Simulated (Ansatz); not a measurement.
# MgHO (doublet): wB97M-V, B2PLYP, RPA-PBE over a scan of the scale of all distances, 6-31G

How well do these functionals follow the top wave-function level for MgHO (doublet) over a scan of the scale of all distances?

Method: 6-31G, all electrons in the functionals, frozen cores in the correlation of double hybrids and RPA; program: Ansatz 0.2.0, Gaussian basis.

The runs, in order: wB97M-V, B2PLYP, RPA-PBE, at 0.895; 1.000; 1.103; 1.307; 1.524; 1.784; 2.024; 2.387.

28 further runs of the same task are left out: 8 for a known fault of the program, 20 that didn't finish.

### Step 1. The system

The geometry derives from a PBE0/def2-TZVP stationary point (not a proven minimum). All distances are scaled together.

3 atoms, charge 0, spin multiplicity 2.

Atoms are counted from 1 here; the program's logs count them from 0.

Bond lengths: O1–Mg2 1.768 Å, O1–H3 0.948 Å. Angles: Mg2–O1–H3 180.0°.

Geometry (Å):

```csv
atom,x (Å),y (Å),z (Å)
O1,0.0000,0.0000,0.2735
Mg2,0.0000,0.0000,-1.4948
H3,0.0000,0.0000,1.2213
```

No dispersion term is added; wB97M-V holds VV10 nonlocal correlation.

The geometry shown and the zero of energy belong to the point 1.000. The yardstick, FCI, and other wave-function levels (R restricted, U unrestricted, valence and pair active spaces) come from earlier runs.

### Step 2. wB97M-V, 0.895

The input, in.yaml:

```yaml
crystal:
  periodic: [false, false, false]
  atoms:
    - {symbol: O, position_ang: [0.000000, 0.000000, 0.244782]}
    - {symbol: Mg, position_ang: [0.000000, 0.000000, -1.337846]}
    - {symbol: H, position_ang: [0.000000, 0.000000, 1.093063]}
basis:
  gaussian: {orbitals: 6-31G}
magnetization: {spin_polarized: true, initial_magnetization: 1}
hamiltonian: {xc: {name: wB97M-V}}
output: {forces: true, orbitals: {seedname: orbitals}}
```

Launch:

```
$ ansatz run in.yaml --threads 1 --pin off --events-out ev --progress --plain --max-ram 2393MiB
```

Further steps of the session: wB97M-V, 1.000; wB97M-V, 1.103; wB97M-V, 1.307; wB97M-V, 1.524; wB97M-V, 1.784; wB97M-V, 2.024; wB97M-V, 2.387; B2PLYP, 0.895; B2PLYP, 1.000; B2PLYP, 1.103; B2PLYP, 1.307; B2PLYP, 1.524; B2PLYP, 1.784; B2PLYP, 2.024; B2PLYP, 2.387; RPA-PBE, 0.895; RPA-PBE, 1.000; RPA-PBE, 1.103; RPA-PBE, 1.307; RPA-PBE, 1.524; RPA-PBE, 1.784; RPA-PBE, 2.024; RPA-PBE, 2.387.

Before running them: what should the planned runs give, taken together? Wanted: span of the FCI curve; largest miss, wB97M-V; largest miss, B2PLYP; largest miss, RPA-PBE.

**Answer**, as computed:

| quantity | value |
| --- | --- |
| span of the FCI curve | 132.9 kcal/mol |
| largest miss, wB97M-V | +21.2 kcal/mol (2.387) |
| largest miss, B2PLYP | +18.7 kcal/mol (2.024) |
| largest miss, RPA-PBE | -21.5 kcal/mol (1.524) |

What this shows: Of the functionals, B2PLYP keep the smallest largest miss at the points compared (at most 18.7 kcal/mol) and RPA-PBE strays most (21.5 kcal/mol, at 1.524). wB97M-V, B2PLYP, RPA-PBE clearly break the spin symmetry at some points (⟨S²⟩ up to 0.93 above the pure value), so energy there is bought with a mixed spin. Functionals and the yardstick converge differently with the basis, so part of each miss in 6-31G is the basis.
